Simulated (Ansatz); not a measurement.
Consider the isomerisation: `C1=C[SiH2]1` → `C#C[SiH3]`.

Program: Ansatz. Geometries: PBE0-D4/def2-TZVP. ΔE: electronic, gas phase. CBS: MP2 limit from def2 TZ/QZ plus the TZ coupled-cluster correction, frozen cores. DFT in def2-TZVPP.

`C1=C[SiH2]1`:

Z-matrix (Å, degrees):
```
Si
C 1 1.808
C 1 1.808 2 43.2
H 1 1.482 2 121.6 3 104.1
H 1 1.482 2 121.6 3 -104.1
H 2 1.083 1 155.7 3 -180.0
H 3 1.083 1 155.7 2 -180.0
```

`C#C[SiH3]`:

```xyz
7

C    -1.322    0.736    1.248
C    -0.509    0.284    0.480
Si    0.720   -0.401   -0.680
H    -2.040    1.136    1.926
H     0.038   -0.807   -1.933
H     1.740    0.633   -0.979
H     1.372   -1.581   -0.062
```

```tsv
species	ωB97X-V energy (Eh)
`C1=C[SiH2]1`	-367.99658
`C#C[SiH3]`	-368.00470
```

Question: Work out ΔE.

Answer: ΔE = (-368.00470) − (-367.99658) = -0.00812 Eh = -5.1 kcal/mol. CCSD(T)/CBS gives -8.5 kcal/mol.

Question: What do rigid-rotor, harmonic-oscillator terms from PBE0-D4/def2-TZVP frequencies (298.15 K, 1 bar) make of the CCSD(T)/CBS value? (Estimate.)

Answer: Computed: ΔZPE = -2.1 kcal/mol, ΔH = -10.0 kcal/mol, ΔS = 11 J/(mol·K), ΔG = -10.8 kcal/mol.

Largest T1 diagnostic among the species: 0.013.

Leaving LDA and LC-ωPBE aside and taking each functional with its dispersion term where it has one, the values, not all of them listed here, spread over 7.4 kcal/mol, from B2PLYP to HSE06-D4. LDA lies +4.4 kcal/mol from PBE without D4. From BLYP to BHLYP (50 % exact exchange), in def2-TZVPP and without D4, ΔE moves by +1.4 kcal/mol. In def2-TZVPP, CCSD(T) changes the Hartree–Fock value by +4.3 kcal/mol (the triples alone add +0.4 kcal/mol) and MP2 by +3.9 kcal/mol.
